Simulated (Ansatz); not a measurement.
Elastic constant C11 (GPa) of solids drawn from the class of silicides and borides, at two levels: LDA (Ansatz, an electronic-structure program, PAW), and PBEsol (PAW; Ansatz).

```json
[
 {"solid": "C11b MoSi2", "LDA": "428", "PBEsol": "?"},
 {"solid": "antifluorite Mg2Si", "LDA": "124", "PBEsol": "119"},
 {"solid": "AlB2-type MgB2", "LDA": "455", "PBEsol": "435"},
 {"solid": "AlB2-type ZrB2", "LDA": "606", "PBEsol": "587"},
 {"solid": "AlB2-type TiB2", "LDA": "705", "PBEsol": "677"},
 {"solid": "A15 Mo3Si", "LDA": "520", "PBEsol": "503"},
 {"solid": "AlB2-type HfB2", "LDA": "646", "PBEsol": "622"}
]
```

Problem. Estimate the withheld PBEsol value from the other rows.

Solution. One way: carry over the typical ratio. The ratios PBEsol / LDA of the other rows, in order: 0.956, 0.960, 0.960, 0.963, 0.967, 0.969; median 0.9615. C11b MoSi2: 428 × 0.9615 = 412 GPa; the run gives 416 GPa. The ratios spread from 0.956 to 0.969, so such an estimate is rough. C11b MoSi2 lies outside that spread.

Over all 7 rows PBEsol is the larger in 0.

Ansatz's runs of these crystals have no spin polarisation.

Spin–orbit coupling is left out, also for the solids with elements from indium on (AlB2-type HfB2); its size isn't shown.

Each level is taken at its own relaxed cell. Ansatz's density-functional and Hartree–Fock values are scalar-relativistic unless marked +SOC, with PAW data made under PBE.
